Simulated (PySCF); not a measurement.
Stepwise substitution at one centre (C F-SH). Isolated molecules, 0 K electronic values unless said otherwise. One relaxed conformer stands for each flexible species; it need not be the lowest. Strings in code marks are SMILES.

Computed with CAM-B3LYP-D3(BJ)/def2-TZVP run with PySCF. Excitations are Tamm–Dancoff values on a coarser integration grid. The basis has no diffuse functions, so Rydberg states are missing or too high.

| species | HOMO (eV) | S1 excitation (TDA) (eV) | S1 oscillator strength | S1–T1 gap (TDA) (eV) | HOMO–LUMO gap (eV) |
|---|---|---|---|---|---|
| 0 of 4 F replaced by SH (`FC(F)(F)F`) | -14.23 | 13.54 | 0.000 | – | 17.68 |
| 1 of 4 F replaced by SH | -9.65 | 5.77 | 0.001 | … | … |
| 2 of 4 F replaced by SH (`C(F)(F)(S)S` (S–C–S–H torsion -65°, S–C–S–H torsion 65°)) | … | 4.99 | 0.006 | 0.56 | 8.95 |
| 3 of 4 F replaced by SH | … | 4.97 | 0.004 | 0.54 | 8.85 |

What belongs in the gaps?


- 1 of 4 F replaced by SH, S1–T1 gap (TDA) (eV): 0.64
- 1 of 4 F replaced by SH, HOMO–LUMO gap (eV): 10.38
- 2 of 4 F replaced by SH (`C(F)(F)(S)S` (S–C–S–H torsion -65°, S–C–S–H torsion 65°)), HOMO (eV): -8.78
- 3 of 4 F replaced by SH, HOMO (eV): -8.74
